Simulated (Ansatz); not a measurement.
Results of PBE-D3(BJ) in Ansatz (PAW) for diamond.

Run with plane-wave cutoff 520 eV, 16×16×16 k mesh, perturbation theory, scalar-relativistic PAW data made under PBE.

Computed at the level's own relaxed cell.

Space group Fd-3m, origin choice 1 (No. 227); a = 3.5570 Å, b = 3.5570 Å, c = 3.5570 Å, α = 90.00°, β = 90.00°, γ = 90.00°

```
atom  site  symmetry       x       y       z
----  ----  --------  ------  ------  ------
C       8a      -43m  0.0000  0.0000  0.0000
```
(The calculation used a cell of 2 atoms; values per cell refer to that cell.)

Harmonic phonon frequencies (cm⁻¹; i marks an imaginary mode):

```
q point                  frequencies
-------  ---------------------------
Γ                                ___
X        783 783 1076 1076 1206 1206
U        748 976 1012 1062 1096 1237
L                                ___
```

Task: Complete the blanks.

Result: 
- Γ, frequencies: 0 0 0 1306 1306 1306
- L, frequencies: 548 548 1059 1211 1211 1255

Measured, for comparison: zone-centre TO phonon frequency 1333 cm⁻¹ (low temperature, no zero-point or thermal correction; as tabulated in Kunc et al. (2003), arXiv:cond-mat/0304692). Computed less measured: zone-centre TO phonon frequency -2.0 %.

No imaginary mode appears at these points.

Note: the dispersion coefficients are held fixed in the derivatives.

Ansatz is a first-principles code.
